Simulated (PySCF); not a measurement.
**Removing an electron from `C#CC1=NC1`**

Species: C4H3N.
Cartesian coordinates in Å at the PBE0-D3(BJ)/def2-SVP level; atoms count from 1:
```
atom  x, y, z in Å
C1     2.3100    0.0560   -0.2116
C2     1.1077   -0.0934   -0.2777
C3    -0.2877   -0.2164   -0.3178
N4    -1.2152   -0.9336   -0.7835
C5    -1.6087    0.2556    0.0535
H6     3.3774    0.1758   -0.1619
H7    -2.0097    0.0493    1.0541
H8    -2.0602    1.1069   -0.4718
```

Level: CAM-B3LYP/def2-SVPD (PySCF). Frontier orbitals with their largest atomic shares (Löwdin; up to four atoms above 4 %):

| orbital | ε (eV) | main atoms |
| --- | --- | --- |
| HOMO−3 | -11.50 | C2 28 %, C1 20 %, C3 18 %, C5 14 % |
| HOMO−2 | -10.75 | C2 30 %, C1 26 %, N4 20 %, C5 10 % |
| HOMO−1 | -9.42 | N4 28 %, C1 21 %, C2 18 %, C3 12 % |
| HOMO | -9.30 | ? |
| LUMO | -0.73 | N4 28 %, C3 24 %, C1 22 %, C2 17 % |
| LUMO+1 | 1.11 | C1 34 %, C2 31 %, H6 10 %, C5 8 % |
| LUMO+2 | 1.42 | C1 41 %, C2 16 %, H6 12 %, C5 12 % |

Question: What vertical ionisation energy does ΔSCF give, and how far is −ε(HOMO) from it?

Answer: ΔSCF: 10.27 eV (991 kJ/mol; threshold wavelength 121 nm); ⟨S²⟩ of the doublet left behind is 0.767, against 0.75 for a pure doublet. −ε(HOMO) is 9.30 eV, 0.97 eV below it. In exact Kohn–Sham theory the two would be equal; CAM-B3LYP (range-separated hybrid) falls short of its own ΔSCF value by 9 %.

Question: On which atoms does the HOMO lie?

Answer: N4 (C=N nitrogen) 31 %, C5 (sp3 carbon bound to nitrogen) 21 %, C1 (terminal alkyne carbon) 17 %, C3 (C=N carbon) 14 %, so no atom holds as much as 40 %. The HOMO−1 lies 0.12 eV lower.

Question: And the vertical electron affinity, the fundamental gap, Mulliken's electronegativity and the hardness (with the factor ½)?

Answer: EA = -0.12 eV by ΔSCF (−ε(LUMO) = 0.73 eV); a negative value means that the added electron isn't bound at this geometry and level, and the number then depends on the basis. IE − EA = 10.39 eV against an orbital gap of 8.57 eV; (IE + EA)/2 = 5.08 eV; (IE − EA)/2 = 5.19 eV. Parr's electrophilicity index (IE + EA)²/[8(IE − EA)] is 1.24 eV.

Question: How many of the 10 lowest singlet excitations (vertical TDDFT, same level) lie below the ionisation energy?

Answer: All 10; they run from 4.34 to 8.41 eV.

Question: The lowest singlet excitation (vertical TDDFT, same level) lies at 4.34 eV. How far is it below IE − EA?

Answer: IE − EA = 10.39 eV, so by 6.05 eV.

Question: With α = 52.4 au, estimate the like-pair dispersion coefficient by London's formula C6 = (3/4)α²I.

Answer: I = 0.3773 Eh, so C6 ≈ 777 au, a rough estimate.

Question: Shift the occupied levels rigidly so that −ε(HOMO) equals the ΔSCF value. What binding energies result?

Answer: The shift is +0.97 eV: HOMO 10.27, HOMO−1 10.39, HOMO−2 11.72, HOMO−3 12.47 eV. A rigid shift is only a rough guide to the deeper ionisations.

Geometry: PBE0-D3(BJ)/def2-SVP; no solvent, vibrations or thermal averaging.
